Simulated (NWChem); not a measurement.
difluoromethane (CH2F2); SMILES FCF

Computed with NWChem. All runs use the structure optimised with PBE0/def2-SVP.

Problem. Predict the results for B3LYP/def2-SVPD. Quantities: highest occupied level (eV); orbital gap (eV); dipole (D).

Solution. 
```
Item                         Value
---------------------------  -----
highest occupied level (eV)  -9.73
orbital gap (eV)             10.20
dipole (D)                    1.90
```
